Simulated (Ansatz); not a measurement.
System: H6 (cation, charge +1), lowest doublet found (which spin is the ground state isn't settled by this scan): linear chain of 6 equally spaced H atoms, symmetric stretch. Scanned: H-H spacing.

Computed with Ansatz (a program for electronic structure) with full CI/cc-pVTZ, frozen core.

Scanned values (Å): 0.63, 0.70, 0.77, 0.84, 0.90, 0.96, 1.03, 1.12, 1.23, 1.35, 1.53, 1.71, 1.98, 2.25, 2.61, 3.06.

Describe the profile: where are the wells and the tops?

Lower than their neighbours: 0.90 Å (0.0 kcal/mol). Higher than their neighbours: 0.63 Å (135.8 kcal/mol, end of the scan), 3.06 Å (304.7 kcal/mol, end of the scan). The whole profile spans 304.7 kcal/mol.
